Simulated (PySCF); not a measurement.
# Working out the ionisation energy of O

O [He] 2s2 2p4 (3P) → O⁺ [He] 2s2 2p3 (4S). All numbers are calculated (PySCF 2.14, the non-relativistic Hamiltonian (point nucleus), in aug-cc-pwCVQZ (9s8p6d4f2g, 109 functions)). Frozen: nothing. Energies in hartree (1 hartree = 27.21139 eV):

| part | O (lower) | O⁺ (upper) |
| --- | --- | --- |
| UHF | -74.817656 | -74.375768 |
| MP2 opposite-spin | -0.173142 | -0.127270 |
| MP2 same-spin | -0.045431 | -0.038451 |

Q: What does Hartree-Fock give?

A: (-74.375768) − (-74.817656) = 0.441888 hartree = 12.024 eV.

Q: What do MP2 and SCS-MP2 (6/5 opposite-spin, 1/3 same-spin) give?

A: The opposite-spin parts differ by 1.248 eV and the same-spin parts by 0.190 eV. MP2: 12.024 + (1.248) + (0.190) = 13.462 eV. SCS-MP2: 12.024 + 1.2 × (1.248) + (0.190)/3 = 13.585 eV.

Measured between the centres of the two terms (NIST): 13.608 eV, so MP2 (valence and next inner shell) is off by -0.146 eV.

What remains against the reference includes basis incompleteness and correlation beyond second order.
